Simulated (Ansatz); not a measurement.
`CCCOCF` + CH₃SH → `CCCSC` + `OCF`  (substitution at a C–O bond)

Computed with Ansatz on PBE0-D4/def2-TZVP structures; ΔE is electronic, products minus reactants. CCSD(T)/CBS adds triple-zeta CCSD(T) − MP2 to the extrapolated MP2 energy (def2 sets, frozen cores). This one scheme is used for every species. Each species was taken in one conformer, which may not be the lowest.

| species | CCSD/def2-TZVPP energy (Eh) |
| --- | --- |
| `CCCOCF` | -332.36841 |
| CH₃SH | -438.14958 |
| `CCCSC` | -555.84587 |
| `OCF` | -214.68255 |

Q: Work out ΔE.

A: ΔE = (-555.84587) + (-214.68255) − (-332.36841) − (-438.14958) = -0.01043 Eh = -27.4 kJ/mol. CCSD(T)/CBS gives -34.3 kJ/mol.

Largest T1 diagnostic among the species: 0.011.

In def2-TZVPP, CCSD(T) changes the Hartree–Fock value by −13.2 kJ/mol (the triples alone add −2.1 kJ/mol) and MP2 by −22.6 kJ/mol. The D4 term adds −6.4 kJ/mol with B3LYP and −3.4 kJ/mol with PBE0; it sums over pairs of atoms, weighted by their polarisabilities, and B3LYP, whose exchange is more repulsive, gets the larger term.

B3LYP here is the variant with VWN-RPA as its local correlation; programs differ in this.
